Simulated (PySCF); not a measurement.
# Solver options tried on S2 (triplet)

The same problem is solved with other solver options, one edit a run.

Computed with PySCF 2.14.0. Level: each script names its method and basis.

1 further run of the same task is left out (it didn't finish).

## 1. The starting structure

S2 (triplet): 2 atoms, charge 0, spin multiplicity 3.

Bond lengths: S1–S2 1.773 Å.

## 2. The run that the others are compared with

input.py

```python
from pyscf import gto, scf, cc

mol = gto.M(
    atom='S 0 0 0; S 0 0 1.773',
    basis='cc-pcvdz',
    charge=0,
    spin=2,
    verbose=4,
)
mf = scf.UHF(mol)
mf.kernel()
mycc = cc.CCSD(mf, frozen=10)
mycc.kernel()
mf.dip_moment()
print('orbital energies (hartree):', [e[max(0, n-3):n+3].round(4) for e, n in zip(mf.mo_energy, mol.nelec)])
```

Run with:

```
$ python input.py
```

The log of this run is left out.

Base result: E(SCF) = -795.052188 Eh, 9 cycles, E(CCSD) − E(SCF) = -0.25733 Eh, ⟨S²⟩ = 2.032, μ = 0.00 D (of the SCF density).

The bond length is a typed value, not an optimised one. The triplet is typed in the script; nothing here shows that it is the ground state.

## 3. Initial guess core

Variant 1 changes initial guess: minao → core.

input.py

```python
from pyscf import gto, scf, cc

mol = gto.M(
    atom='S 0 0 0; S 0 0 1.773',
    basis='cc-pcvdz',
    charge=0,
    spin=2,
    verbose=4,
)
mf = scf.UHF(mol)
mf.init_guess = 'core'
mf.kernel()
mycc = cc.CCSD(mf, frozen=10)
mycc.kernel()
mf.dip_moment()
print('orbital energies (hartree):', [e[max(0, n-3):n+3].round(4) for e, n in zip(mf.mo_energy, mol.nelec)])
```

Run with:

```
$ python input.py
```

## 4. Damping 0.95

Variant 2 changes damping: none → 0.95.

input.py, as its differences from that of step 2:

```diff
@@ -10,2 +10,4 @@
 mf = scf.UHF(mol)
+mf.damp = 0.95
+mf.diis_start_cycle = 8
 mf.kernel()
```

## 5. DIIS space 4

Variant 3 changes DIIS space: default → 4.

input.py, as its differences from that of step 2:

```diff
@@ -10,2 +10,3 @@
 mf = scf.UHF(mol)
+mf.diis_space = 4
 mf.kernel()
```

What does the calculation give? Wanted: for each run, E(SCF); from base; gap, α spin; after the SCF.

As calculated:

```
               run  E(SCF) (hartree)  from base (eV)  cycles  gap, α spin (eV)                            after the SCF
              base       -795.052188               0       9             14.97  CCSD correlation -7.002 eV, core frozen
initial guess core       -795.052188          0.0000       9             14.97  CCSD correlation -7.002 eV, core frozen
      damping 0.95       -795.052188          0.0000      15             14.97  CCSD correlation -7.002 eV, core frozen
      DIIS space 4       -795.052188          0.0000      10             14.97  CCSD correlation -7.002 eV, core frozen
```

Distance from each run's final energy (log10 hartree) by cycle:

```
               run  cycle 1  cycle 2  cycle 3  cycle 5  cycle 8  cycle 12
              base     -1.6     -2.5     -3.1     -5.5     -9.5      done
initial guess core     -1.6     -2.5     -3.1     -5.5     -9.5      done
      damping 0.95     -1.6     -1.7     -1.7     -1.8     -2.7      -6.9
      DIIS space 4     -1.6     -2.5     -3.1     -5.5     -8.9      done
```

**Reading.** The SCF energy stays the same, to the digits that matter, with initial guess core or damping 0.95 or DIIS space 4. PySCF falls back to minao for a guess that it doesn't know or can't read, so that run repeats the base. The base needs 9 cycles and the run with damping 0.95 needs 15.
